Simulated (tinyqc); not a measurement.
Stretching all distances: RHF, UHF, MP2, CISD and CCSD against full CI in the sto-6g basis, for H2O, spin multiplicity 1. Computed by the program tinyqc with PySCF. 

Geometry (angstrom):
```
atom       x        y       z
O     0.0000   0.0000  0.0000
H     0.0000   0.6660  0.6260
H     0.0000  -0.6660  0.6260
```

All coordinates are multiplied by the scale. c0^2 is the weight of the RHF determinant in the lowest singlet FCI state (UHF is spin-contaminated and may lie near states of higher spin) and n(LUMO) the first natural occupation beyond the occupied space.

Full CI energy (hartree) and errors against it (kcal/mol):
```
scale   distance 1-2 (angstrom)      E(FCI)       RHF      UHF      MP2     CISD     CCSD  <S^2> UHF    c0^2  n(LUMO)
0.9700                   0.8866  -75.694142   27.3470  27.3470   7.2179   0.3060   0.0517     0.0000  0.9793   0.0223
1.1500                   1.0511  -75.737594   41.0804  41.0804  11.9331   0.8676   0.1084     0.0000  0.9594   0.0424
1.3400                   1.2248  -75.697118   61.2429  61.2429  19.0757   2.4216   0.2591     0.0000  0.9220   0.0801
1.5200                   1.3893  -75.635439   86.4576  70.5362  28.0623   5.6915   0.5191     0.8124  0.8645   0.1400
1.7000                   1.5538  -75.575575  117.9679  54.4220  39.0726  11.7241   0.6647     1.3818  0.7806   0.2348
1.8800                   1.7184  -75.528240  155.3158  34.3668  51.3826  21.0057  -0.3349     1.6753  0.6712   0.3628
2.0700                   1.8920  -75.495157  198.7471  18.3151  66.9603  33.9483  -3.9598     1.8355  0.5306   0.5172
```

UHF parts from RHF first at scale 1.52 of those listed, where <S^2> leaves zero. The weight c0^2 goes from 0.98 to 0.53 and n(LUMO) from 0.02 to 0.52: static correlation grows as the bonds break into open-shell fragments. The spread of the error along the curve, which distorts its shape, is CCSD 4.6, CISD 33.6, UHF 52.2, MP2 59.7, RHF 171.4 kcal/mol. Below FCI somewhere: CCSD, as non-variational methods may be.
